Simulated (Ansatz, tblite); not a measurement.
Removing an electron: BH2(CN) (CH2BN). The state is a singlet with charge 0. Geometry: PBE0-D4/def2-TZVP. Ansatz, gas phase; energy differences of separate SCF runs; the oxidised species was run as a doublet alone.

```xyz
5

B    -0.472    0.362    0.134
H    -1.084    0.859   -0.756
H    -0.750    0.546    1.275
C     0.707   -0.541   -0.200
N     1.600   -1.226   -0.453
```

The xTB rows come from tblite. Correlated methods freeze 3 core orbitals. In CCSD on the charge 1 doublet the largest single amplitude is 0.23, so its Hartree–Fock determinant may place the open shell otherwise than the density functionals do.

| level | −HOMO (eV) | vertical IE (eV) | −LUMO (eV) | HOMO–LUMO gap (eV) | remarks |
| --- | --- | --- | --- | --- | --- |
| GFN1-xTB | 13.01 | 16.70 | 9.33 | 3.68 | – |
| GFN2-xTB | 11.61 | 15.83 | 8.92 | 2.69 | – |
| PBE-D4/def2-TZVP | 8.40 | 12.09 | 4.36 | 4.03 | – |
| r2SCAN-D4/def2-TZVP | 8.67 | 12.15 | 4.05 | 4.62 | – |
| PBE0-D4/def2-TZVP | 9.75 | 12.31 | 3.35 | 6.40 | – |
| CCSD/def2-TZVPP | – | 12.61 | – | – | large T1 (0.051) (+1 doublet) |
| CCSD(T)/def2-TZVPP | – | 12.71 | – | – | large T1 (0.051) (+1 doublet) |

Relaxing the oxidised species (PBE0-D4/def2-TZVP) changes its energy by -0.17 eV at PBE0-D4/def2-TZVP, so the adiabatic ionisation energy to this nearest minimum is 12.14 eV. At PBE-D4/def2-TZVP it is 11.83 eV.  Run but left out: HF/def2-TZVPP, MP2/def2-TZVPP (charge +1 doublet: a determinant that CCSD turns far, T1 0.051).  Raw xTB energy differences between charge states are shifted by several eV; the methods need an empirical correction for them.
